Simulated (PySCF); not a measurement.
# Ways to converge the SCF of BF⁻

The same problem is solved with other solver options, one edit a run.

Program: PySCF 2.14.0. Level of theory: method and basis as typed in the scripts. These are calculated values, not measurements.

1 further run of the same task is left out (it didn't finish).

### 1 Where the work starts

BF⁻: 2 atoms, charge -1, spin multiplicity 2.

Bond lengths: B1–F2 1.308 Å.

### 2 The run that the others are compared with

input.py

```python
from pyscf import gto, scf, cc

mol = gto.M(
    atom='B 0 0 0; F 0 0 1.308',
    basis='def2-svp',
    charge=-1,
    spin=1,
    verbose=3,
)
mf = scf.UHF(mol)
mf.kernel()
mycc = cc.CCSD(mf, frozen=2)
mycc.kernel()
e = mycc.eaccsd(nroots=3)[0]
print('roots (eV) =', (e*27.211386).round(3))
mf.dip_moment()
print('orbital energies (hartree):', [e[max(0, n-3):n+3].round(4) for e, n in zip(mf.mo_energy, mol.nelec)])
```

On the command line:

```console
> OMP_NUM_THREADS=1 python input.py
```

The log of this run is left out.

It gives: E(SCF) = -123.928404 Eh, E(CCSD) − E(SCF) = -0.26193 Eh, ⟨S²⟩ = 0.759, attachment roots 9.211, 9.556, 10.263 eV.

The bond length is a typed value, not an optimised one. Positive EA roots mean that the added electron is unbound. The dipole of an ion depends on the origin.

### 3 Convergence threshold 1e-05 hartree

Variant 1 changes convergence threshold: default → 1e-05 hartree.

input.py

```python
from pyscf import gto, scf, cc

mol = gto.M(
    atom='B 0 0 0; F 0 0 1.308',
    basis='def2-svp',
    charge=-1,
    spin=1,
    verbose=3,
)
mf = scf.UHF(mol)
mf.conv_tol = 1e-05
mf.kernel()
mycc = cc.CCSD(mf, frozen=2)
mycc.kernel()
e = mycc.eaccsd(nroots=3)[0]
print('roots (eV) =', (e*27.211386).round(3))
mf.dip_moment()
print('orbital energies (hartree):', [e[max(0, n-3):n+3].round(4) for e, n in zip(mf.mo_energy, mol.nelec)])
```

On the command line:

```console
> OMP_NUM_THREADS=1 python input.py
```

### 4 Initial guess atom

Variant 2 changes initial guess: minao → atom.

Changes to input.py since step 2:

```diff
@@ -10,2 +10,3 @@
 mf = scf.UHF(mol)
+mf.init_guess = 'atom'
 mf.kernel()
```

### 5 Initial guess random

Variant 3 changes initial guess: minao → random.

Changes to input.py since step 2:

```diff
@@ -10,2 +10,3 @@
 mf = scf.UHF(mol)
+mf.init_guess = 'random'
 mf.kernel()
```

### 6 Damping 0.8

Variant 4 changes damping: none → 0.8.

Changes to input.py since step 2:

```diff
@@ -10,2 +10,4 @@
 mf = scf.UHF(mol)
+mf.damp = 0.8
+mf.diis_start_cycle = 8
 mf.kernel()
```

**Question.** What will these runs give? Wanted: for each run, E(SCF); from base; gap, α spin; after the SCF.

The runs gave:

```tsv
run	E(SCF) (hartree)	from base (eV)	gap, α spin (eV)	after the SCF
base	-123.928404	0	8.48	CCSD correlation -7.127 eV, core frozen, first root 9.21 eV
convergence threshold 1e-05 hartree	-123.928404	0.0000	8.48	CCSD correlation -7.127 eV, core frozen, first root 9.21 eV
initial guess atom	-123.928404	0.0000	8.48	CCSD correlation -7.127 eV, core frozen, first root 9.21 eV
initial guess random	-123.928404	0.0000	8.48	CCSD correlation -7.127 eV, core frozen, first root 9.21 eV
damping 0.8	-123.928404	0.0000	8.48	CCSD correlation -7.127 eV, core frozen, first root 9.21 eV
```

What this shows: The highest filled level of this anion is positive: the basis lacks diffuse functions or the electron is not bound, so these numbers hang on the basis. The SCF energy stays the same, to the digits that matter, with convergence threshold 1e-05 hartree or initial guess atom or initial guess random or damping 0.8. PySCF falls back to minao for a guess that it doesn't know or can't read, so that run repeats the base.
